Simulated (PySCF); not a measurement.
# Name the molecule from its bond curve

A diatomic of charge 0 contains Al. Its doublet curve at HSE06 in a double-zeta basis (no relativity, PySCF), in eV from the separated fragments:

R (Å), E (eV) and a bar:
```
    1.755     -2.846 ##############################
    1.837     -3.587 #############
    1.919     -3.991 ####
    1.980     -4.131 #
    2.041     -4.167 
    2.102     -4.125 #
    2.184     -3.983 ####
    2.286     -3.721 ##########
    2.408     -3.347 ##################
    2.572     -2.833 ##############################
```

The fit gives ωe = 628 cm⁻¹ and the rotational constant Bₑ = 0.2780 cm⁻¹.

Question: Which atom is the partner?

Answer: The minimum lies at 2.036 Å, so the reduced mass is 16.8576 u Å² cm⁻¹/(Bₑ·Re²) = 14.63 u. With Al at 26.98 u the partner weighs about 32.0 u: S. The molecule is AlS.

The state is the lowest determinant that a PBE0 search found; another state may lie lower at other levels.
